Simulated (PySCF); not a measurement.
Deprotonation sites of `O=[PH2]O` (H3O2P)

System: `O=[PH2]O` (H3O2P). Atom numbers as in the mapped SMILES `[O:1]=[PH2:2][OH:3]`.

These are calculated values, ωB97X-D3(BJ)/ma-def2-TZVP in PySCF (grid level 2) at geometries from PBE0-D3(BJ)/def2-SVP. Zero-point and thermal terms (298.15 K, 1 bar) come from unscaled PBE0-D3(BJ)/def2-SVP harmonic frequencies, with soft modes damped to free rotors in the entropy.

```jsonl
{"site": "O3 (hydroxyl oxygen)", "product": "O=[PH2][O-]", "ΔH(acid) / kcal/mol": "329.3", "ΔG(acid) / kcal/mol": "323.3", "gas share": "> 99.9 %", "above best in methanol / kcal/mol": "0.00"}
{"site": "P2 (phosphorus)", "product": "O=[PH-]O", "ΔH(acid) / kcal/mol": "357.3", "ΔG(acid) / kcal/mol": "349.9", "gas share": "< 0.1 %", "above best in methanol / kcal/mol": "25.11"}
```

ΔH and ΔG refer to AH → A⁻ + H⁺ in the gas phase. Shares are Boltzmann weights among the listed products; an error of 10 kJ/mol changes a ratio about 56-fold. Sites whose products fell apart, merged with another or lost in a GFN2-xTB screen aren't listed. Values in solvent are IEF-PCM free energies relative to the most favourable product.

Of the listed sites O3 (hydroxyl oxygen) is favoured in the gas phase, 26.6 kcal/mol ahead of P2 in free energy.

In methanol the product from O3 is solvated 49.7 kcal/mol more strongly than the parent (electrostatics only).

Known limits: structures of the anions come from def2-SVP, which lacks diffuse functions.
